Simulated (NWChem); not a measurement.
Correlation energy of B

```
B
```
Charge 0, spin multiplicity 2.

Program: NWChem.

Basis set: 6-31G*. Each correlation energy counts from its own Hartree-Fock reference.

The correlated methods keep 1 core orbital frozen. The Pople sets run with spherical d functions. The stability of the SCF solutions was not checked. Open-shell Hartree-Fock references start from PBE0 orbitals. Coupled-cluster values serve here as a point of comparison, not as the truth.

Q: Order these methods by the correlation energy they give, lowest first: UMP2, SCS-UMP2, CCSD on UHF, CCSD on ROHF.

A: CCSD on ROHF (-58.9 mHa), CCSD on UHF (-56.3 mHa), SCS-UMP2 (-41.3 mHa), UMP2 (-36.1 mHa)
